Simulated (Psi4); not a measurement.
# MP2/def2-TZVPP (density fitting, density fitting for correlation, sweep point 4) run of C2H3B (SMILES BC#C)

Aim: the energy change on altering one bond length of C2H3B at MP2/def2-TZVPP (density fitting, density fitting for correlation, sweep point 4), from 2 runs. 

Program for the calculation: Psi4 1.11.

### 1 Starting point

C2H3B has 6 atoms, charge 0, and is taken as a singlet. As SMILES, `BC#C`. The shape is that of a PBE0-D4/def2-TZVP optimisation.

Bond lengths: B1–C2 1.501 Å, C2–C3 1.210 Å, B1–H4 1.193 Å, B1–H5 1.193 Å, C3–H6 1.066 Å. Angles: B1–C2–C3 180.0°, C2–B1–H4 119.9°, C2–B1–H5 119.9°, C2–C3–H6 180.0°, H4–B1–H5 120.3°.

### 2 A single-point energy at MP2/def2-TZVPP (density fitting, density fitting for correlation, sweep point 4)

job.in reads:

```
memory 1600 mb

molecule molecule1 {
  0 1
  B     -0.830400     0.647300    -0.394300
  C      0.278600    -0.224100     0.117900
  C      1.172700    -0.926600     0.530500
  H     -1.756200     0.156700    -0.965700
  H     -0.783300     1.828200    -0.228600
  H      1.960800    -1.545600     0.894000
  units angstrom
  symmetry c1
}

set basis def2-TZVPP
set puream true
set scf_type df
set num_frozen_docc 3

e_tot, wfn = energy('mp2', return_wfn=True)
print_variables()
```

On the command line:

```bash
$ psi4 -i job.in -o job.out -n 1
```

job.out:

```text
[...]
  Running in c1 symmetry.
[...]
  Nuclear repulsion =   46.738123143885240
[...]
  Multiplicity = 1
[...]
  Nalpha       = 10
  Nbeta        = 10
[...]
    Number of basis functions: 135
[...]
   @DF-RHF iter   1:  -102.06580004986535   -1.17488e+00   2.40039e-03 ADIIS/DIIS
[...]
   @DF-RHF iter  11:  -102.12794163474713   -3.84546e-11   5.24330e-09 DIIS
[...]
    Orbital Energies [Eh]
    ---------------------
    Doubly Occupied:
       1A    -11.252650     2A    -11.224193     3A     -7.623118
       4A     -1.035096     5A     -0.789601     6A     -0.708896
       7A     -0.562726     8A     -0.524195     9A     -0.418357
      10A     -0.397563
[...]
  @DF-RHF Final Energy:  -102.12794163474713
   => Energetics <=
    Nuclear Repulsion Energy =             46.7381231438852396
    One-Electron Energy =                -228.6593401467615365
    Two-Electron Energy =                  79.7932753681291587
    Total Energy =                       -102.1279416347471312
[...]
 Multipole Moments:
 ------------------------------------------------------------------------------------
     Multipole            Electronic (a.u.)      Nuclear  (a.u.)        Total (a.u.)
 ------------------------------------------------------------------------------------
 L = 1.  Multiply by 2.5417464519 to convert [e a0] to [Debye]
 Dipole X            :          0.3694202           -0.1264389            0.2429814
 Dipole Y            :         -0.2902184            0.0994607           -0.1907578
 Dipole Z            :          0.1707695           -0.0588173            0.1119522
 Magnitude           :                                                    0.3285753
[...]
```

It took 2.6 s on 1 thread of AMD EPYC 7R43 (Zen 3), shared host; peak memory 0.24 GiB.

### 3 The distorted shape at the same level

job.dat reads:

```
memory 1.6 GB

molecule m {
  0 1
  B     -1.384912     1.083009    -0.650406
  C      0.278600    -0.224100     0.117900
  C      1.172700    -0.926600     0.530500
  H     -2.310712     0.592409    -1.221806
  H     -1.337812     2.263909    -0.484706
  H      1.960800    -1.545600     0.894000
  units angstrom
  symmetry c1
}

set globals {
  puream true
  scf_type df
  num_frozen_docc 3
}

e, wfn = energy('mp2/def2-TZVPP', return_wfn=True)
```

On the command line:

```bash
$ psi4 -n 1 job.dat job.out
```

job.out:

```text
[...]
  Running in c1 symmetry.
[...]
  Nuclear repulsion =   40.855545650526857
[...]
  Multiplicity = 1
[...]
  Nalpha       = 10
  Nbeta        = 10
[...]
    Number of basis functions: 135
[...]
   @DF-RHF iter   1:  -101.94893947940227   -1.50055e+00   2.58671e-03 DIIS/ADIIS
[...]
   @DF-RHF iter  11:  -102.01855150068221   -3.61950e-11   5.76351e-09 DIIS
[...]
    Orbital Energies [Eh]
    ---------------------
    Doubly Occupied:
       1A    -11.228378     2A    -11.205606     3A     -7.736425
       4A     -0.989245     5A     -0.733927     6A     -0.697702
       7A     -0.559481     8A     -0.474039     9A     -0.375292
      10A     -0.374833
[...]
  @DF-RHF Final Energy:  -102.01855150068221
   => Energetics <=
    Nuclear Repulsion Energy =             40.8555456505268566
    One-Electron Energy =                -216.9983392839683631
    Two-Electron Energy =                  74.1242421327592922
    Total Energy =                       -102.0185515006822072
[...]
 Multipole Moments:
 ------------------------------------------------------------------------------------
     Multipole            Electronic (a.u.)      Nuclear  (a.u.)        Total (a.u.)
 ------------------------------------------------------------------------------------
 L = 1.  Multiply by 2.5417464519 to convert [e a0] to [Debye]
 Dipole X            :         -0.4820967           -0.2843211           -0.7664178
 Dipole Y            :          0.3788525            0.2235170            0.6023694
 Dipole Z            :         -0.2224921           -0.1317366           -0.3542286
 Magnitude           :                                                    1.0371707
[...]
```

It took 2.5 s on 1 thread of AMD EPYC 7R43 (Zen 3), shared host; peak memory 0.24 GiB.

### 4 Summary of results

At MP2/def2-TZVPP (density fitting, density fitting for correlation, sweep point 4), 3 core orbitals frozen:

```
                                                         quantity          value
                                        first shape: total energy  -102.52577 Eh
                 first shape: HOMO energy (Hartree–Fock orbitals)      -10.82 eV
                 first shape: LUMO energy (Hartree–Fock orbitals)        1.20 eV
               first shape: HOMO–LUMO gap (Hartree–Fock orbitals)       12.02 eV
         first shape: correlation energy (3 core orbitals frozen)     -397.8 mEh
                                    distorted shape: total energy  -102.41841 Eh
             distorted shape: HOMO energy (Hartree–Fock orbitals)      -10.20 eV
             distorted shape: LUMO energy (Hartree–Fock orbitals)        0.57 eV
           distorted shape: HOMO–LUMO gap (Hartree–Fock orbitals)       10.77 eV
     distorted shape: correlation energy (3 core orbitals frozen)     -399.9 mEh
energy change with the B1–C2 bond stretched from 1.501 to 2.251 Å       2.921 eV
```

In words: With the B1–C2 bond stretched from 1.501 to 2.251 Å the energy rises by 2.92 eV (282 kJ/mol). The first shape isn't relaxed at this level, so the change isn't measured from a minimum.
